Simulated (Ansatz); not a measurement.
Species: tetrachloromethane, CCl4, net charge 0, singlet state. SMILES: ClC(Cl)(Cl)Cl
Geometry from a B3LYP-D3(BJ)/def2-TZVP (Ansatz, a first-principles code) optimisation:
```
C
Cl 1 1.7795
Cl 1 1.7795 2 109.47
Cl 1 1.7795 2 109.47 3 -120.00
Cl 1 1.7795 2 109.47 4 -120.00
```
Charge 0, spin multiplicity 1.


Quantity: enthalpy of formation at 298 K (from the atomisation energy, B3LYP-D3(BJ)/def2-TZVP harmonic zero-point and thermal terms from Ansatz, and the atoms' enthalpies of formation in the G2/97 table; no spin-orbit terms, and no core term in the frozen-core levels), in kcal/mol. Correlated levels leave the core frozen unless marked. Open shells are spin-unrestricted. Spin-orbit coupling is left out. Non-relativistic. The coupled-cluster limit lacks core correlation, which all-electron functionals hold. Basis-set limits of correlation are two-point, X^-3; Hartree-Fock from the larger set. [CCSD(T)-MP2]/basis is that difference in the basis named.

Measured: -23.3 kcal/mol (Active Thermochemical Tables 1.112 (ions: stationary electron), as tabulated in the package chemicals); it holds spin-orbit and relativistic effects, which these rows lack, and core correlation, which the frozen-core levels lack.

| level | program | enthalpy of formation at 298 K (kcal/mol) | error against measurement |
|---|---|---|---|
| BHLYP/def2-TZVPD | Ansatz | 12.5 | 35.8 |
| r2SCAN0-D4/def2-TZVPD | Ansatz + dftd4 | -17.3 | 6.0 |
| r2SCAN0/def2-TZVPD | Ansatz | -15.9 | 7.4 |
| CAM-B3LYP-D3(BJ)/def2-TZVPD | Ansatz + dftd3 | -14.2 | 9.1 |
| CAM-B3LYP-D4/def2-TZVPD | Ansatz + dftd4 | -14.5 | 8.8 |
| LC-wPBE/def2-TZVPD | Ansatz | -17.9 | 5.4 |
| RPA@PBE/cc-pV(T+d)Z | Ansatz | 26.5 | 49.8 |
| MP2/cc-pV(T+d)Z | Ansatz | -31.3 | -8.0 |
| CCSD/STO-3G | Ansatz | 34.9 | 58.2 |
| RI-MP2/CBS(aug-cc-pV(T+d)Z,aug-cc-pV(Q+d)Z)+[CCSD(T)-MP2]/aug-cc-pV(T+d)Z | Ansatz | -24.9 | -1.6 |
